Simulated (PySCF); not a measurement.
PySCF input (PBE/def2-TZVP):

```python
import numpy as np, basis_set_exchange as bse
from pyscf import gto, scf, dft, df
from pyscf.prop.polarizability import rks as pol

basis = {'H': gto.basis.parse(bse.get_basis('def2-TZVP', elements=['H'], fmt='nwchem')), 'O': gto.basis.parse(bse.get_basis('def2-TZVP', elements=['O'], fmt='nwchem'))}
mol = gto.M(
    atom='''
    O     0.00702152    0.00134342    0.11666744
    H    -0.04995842    0.75929218   -0.47415850
    H    -0.00621371   -0.77003954   -0.45918106
    ''',
    basis=basis,
    charge=0,
    verbose=4,
    max_memory=1839,
)
mf = dft.RKS(mol, xc='pbe')
mf.grids.level = 3
mf = mf.density_fit(auxbasis=df.autoaux(mol))
mf.conv_tol = 1e-9
mf.max_cycle = 100
print('smallest overlap eigenvalue', np.linalg.eigvalsh(mol.intor('int1e_ovlp'))[0])
mf.kernel()
dip = mf.dip_moment()
p = pol.Polarizability(mf)
p.max_cycle_cphf = 60
alpha = p.polarizability()
print('polarisability/bohr^3', alpha.trace() / 3)
```

Output:

```
PySCF version 2.14.0

[INPUT] verbose = 4
[INPUT] num. atoms = 3
[INPUT] num. electrons = 10
[INPUT] charge = 0
[INPUT] spin (= nelec alpha-beta = 2S) = 0
[INPUT] symmetry False subgroup None
[INPUT] Mole.unit = angstrom
[INPUT] Symbol           X                Y                Z      unit          X                Y                Z       unit  Magmom
[INPUT]  1 O      0.007021520000   0.001343420000   0.116667440000 AA    0.013268749778   0.002538695870   0.220469509254 Bohr   0.0
[INPUT]  2 H     -0.049958420000   0.759292180000  -0.474158500000 AA   -0.094407731416   1.434854268724  -0.896029704635 Bohr   0.0
[INPUT]  3 H     -0.006213710000  -0.770039540000  -0.459181060000 AA   -0.011742210117  -1.455163835686  -0.867726444987 Bohr   0.0

nuclear repulsion = 9.14066426299023
number of shells = 19
number of NR pGTOs = 62
number of NR cGTOs = 43
basis = {'H': [[0, [34.061341, 0.0060251978], [5.1235746, 0.045021094], [1.1646626, 0.20189726]], [0, [0.32723041, 1.0]], [0, [0.10307241, 1.0]], [1, [0.8, 1.0]]], 'O': [[0, [27032.382631, 0.00021726302465], [4052.3871392, 0.0016838662199], [922.3272271, 0.0087395616265], [261.24070989, 0.035239968808], [85.354641351, 0.11153519115], [31.035035245, 0.25588953961]], [0, [12.260860728, 0.39768730901], [4.9987076005, 0.2462784943]], [0, [1.1703108158, 1.0]], [0, [0.46474740994, 1.0]], [0, [0.18504536357, 1.0]], [1, [63.274954801, 0.0060685103418], [14.627049379, 0.041912575824], [4.4501223456, 0.16153841088], [1.5275799647, 0.35706951311]], [1, [0.52935117943, 0.44794207502]], [1, [0.1747842127, 0.24446069663]], [2, [2.314, 1.0]], [2, [0.645, 1.0]], [3, [1.428, 1.0]]]}
ecp = {}
ETB for H: l = 0, exps = 0.20614482 * 1.8^n , n = 0..10
ETB for H: l = 1, exps = 0.90307241 * 2^n , n = 0..2
ETB for H: l = 2, exps = 1.6 * 2.2^n , n = 0..0
ETB for O: l = 0, exps = 0.3495684254 * 1.8^n , n = 0..15
ETB for O: l = 1, exps = 0.3495684254 * 1.8^n , n = 0..12
ETB for O: l = 2, exps = 0.3495684254 * 1.8^n , n = 0..11
ETB for O: l = 3, exps = 0.8197842127 * 2.2^n , n = 0..6
ETB for O: l = 4, exps = 1.29 * 2.2^n , n = 0..2
smallest overlap eigenvalue 0.00850383188594881

******** <class 'pyscf.df.df_jk.DFRKS'> ********
method = DFRKS
initial guess = minao
damping factor = 0
level_shift factor = 0
DIIS = <class 'pyscf.scf.diis.CDIIS'>
diis_start_cycle = 1
diis_space = 8
diis_damp = 0
SCF conv_tol = 1e-09
SCF conv_tol_grad = None
SCF max_cycles = 100
direct_scf = False
XC library pyscf.dft.libxc version 7.1.2
    S. Lehtola, C. Steigemann, M. J. T. Oliveira, and M. A. L. Marques,  SoftwareX 7, 1–5 (2018)
XC functionals = pbe
    J. P. Perdew, K. Burke, and M. Ernzerhof,  Phys. Rev. Lett. 77, 3865 (1996)
    J. P. Perdew, K. Burke, and M. Ernzerhof,  Phys. Rev. Lett. 78, 1396 (1997)
    J. P. Perdew, K. Burke, and M. Ernzerhof,  Phys. Rev. Lett. 77, 3865 (1996)
    J. P. Perdew, K. Burke, and M. Ernzerhof,  Phys. Rev. Lett. 78, 1396 (1997)
radial grids:
    Treutler-Ahlrichs [JCP 102, 346 (1995); DOI:10.1063/1.469408] (M4) radial grids

becke partition: Becke, JCP 88, 2547 (1988); DOI:10.1063/1.454033
pruning grids: <function nwchem_prune>
grids dens level: 3
symmetrized grids: False
atomic radii adjust function: <function treutler_atomic_radii_adjust>
small_rho_cutoff = 0
Set gradient conv threshold to 3.16228e-05
Initial guess from minao.
tot grids = 33704
init E= -76.3275466009848
  HOMO = -0.401838904471497  LUMO = -0.0226852766275982  gap/eV = 10.31730
cycle= 1 E= -76.2670185674751  delta_E= 0.0605  |g|= 0.788  |ddm|= 0.967
  HOMO = -0.0709969631492413  LUMO = 0.0376234215237687  gap/eV = 2.95571
cycle= 2 E= -75.9251179939324  delta_E= 0.342  |g|= 1.55  |ddm|= 1.33
  HOMO = -0.26853049593236  LUMO = -0.00542068977376431  gap/eV = 7.15958
cycle= 3 E= -76.3761807065552  delta_E= -0.451  |g|= 0.0461  |ddm|= 0.993
  HOMO = -0.255017090693748  LUMO = -0.000620665804831333  gap/eV = 6.92248
cycle= 4 E= -76.3766189868818  delta_E= -0.000438  |g|= 0.00995  |ddm|= 0.0331
  HOMO = -0.255778407625407  LUMO = -0.00159766396343031  gap/eV = 6.91661
cycle= 5 E= -76.3766346470195  delta_E= -1.57e-05  |g|= 0.00151  |ddm|= 0.00411
  HOMO = -0.25606676939357  LUMO = -0.00170803294766131  gap/eV = 6.92145
cycle= 6 E= -76.3766350842342  delta_E= -4.37e-07  |g|= 3.32e-05  |ddm|= 0.000916
  HOMO = -0.256069743377019  LUMO = -0.00171058899915266  gap/eV = 6.92147
cycle= 7 E= -76.3766350844282  delta_E= -1.94e-10  |g|= 1.81e-06  |ddm|= 2.02e-05
  HOMO = -0.256068968827826  LUMO = -0.00171013034995582  gap/eV = 6.92146
Extra cycle  E= -76.3766350844286  delta_E= -3.27e-13  |g|= 1.11e-06  |ddm|= 1.77e-06
converged SCF energy = -76.3766350844286
Dipole moment(X, Y, Z, Debye): -0.12126, -0.02320, -2.01482
Isotropic polarizability 6.85907873834
Polarizability anisotropy 2.41064187685
polarisability/bohr^3 6.859078738337629
```
